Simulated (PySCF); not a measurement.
**J couplings in Cyclopentene**

Geometry:
```tsv
atom	x (Å)	y (Å)	z (Å)
C1	-0.919	0.982	-0.179
C2	0.380	1.295	-0.133
C3	1.246	0.072	-0.015
C4	0.238	-1.035	0.346
C5	-1.138	-0.504	-0.098
H6	-1.732	1.701	-0.305
H7	0.782	2.308	-0.218
H8	2.045	0.179	0.737
H9	1.757	-0.128	-0.976
H10	0.234	-1.177	1.438
H11	0.489	-2.007	-0.103
H12	-1.437	-0.900	-1.087
H13	-1.946	-0.785	0.598
```

Method: B3LYP/pcJ-1 (without the spin–dipole term)//PBE0-D3(BJ)/def2-SVP, PySCF 2.14; isolated molecule, single conformer, non-relativistic. Couplings are averaged over pairs made equivalent by symmetry, fast rotation or ring inversion, so a value needn't be that of the named pair in this geometry, while other rotamers aren't included; one pair stands for each set, and the list holds a selection of those of at least 1.5 Hz over up to four bonds.

Isotopes: ¹³C, ¹H.

```
    pair  bonds  J (Hz)
  C1, C2      1    74.3
  C1, C5      1    41.5
  C1, H6      1   170.8
  C3, C4      1       ?
  C3, H8      1   135.6
 C4, H10      1   135.2
  C1, C4      2       ?
  C1, H7      2     4.3
 C1, H12      2    -6.5
  C3, C5      2       ?
  C3, H7      2     8.6
 C3, H10      2    -2.7
  C4, H8      2    -2.2
  H8, H9      2       ?
H10, H11      2       ?
  C1, H8      3     6.8
 C1, H10      3     3.4
  C3, H6      3    10.6
 C3, H12      3       ?
  C4, H6      3     7.2
  H6, H7      3     6.6
 H6, H12      3     3.0
 H8, H10      3       ?
  H6, H8      4       ?
 H8, H12      4     4.2
 H8, H13      4     3.4
```

Task: Estimate the withheld couplings, with signs.

Result: 
- ¹J(C3,C4) = 35.0 Hz (bond length 1.540 Å)
- ²J(C1,C4) = 3.0 Hz (angle at C5 103°)
- ²J(C3,C5) = 2.9 Hz (angle at C4 106°)
- ²J(H8,H9) = -18.9 Hz
- ²J(H10,H11) = -14.1 Hz (angle at C4 107°)
- ³J(C3,H12) = 2.1 Hz (mean over equivalent pairs that range from -1.8 to 5.9 Hz in this conformer)
- ³J(H8,H10) = 10.3 Hz (mean over equivalent pairs that range from 9.4 to 11.2 Hz in this conformer)
- ⁴J(H6,H8) = -3.2 Hz (mean over equivalent pairs that range from -4.0 to -2.3 Hz in this conformer)
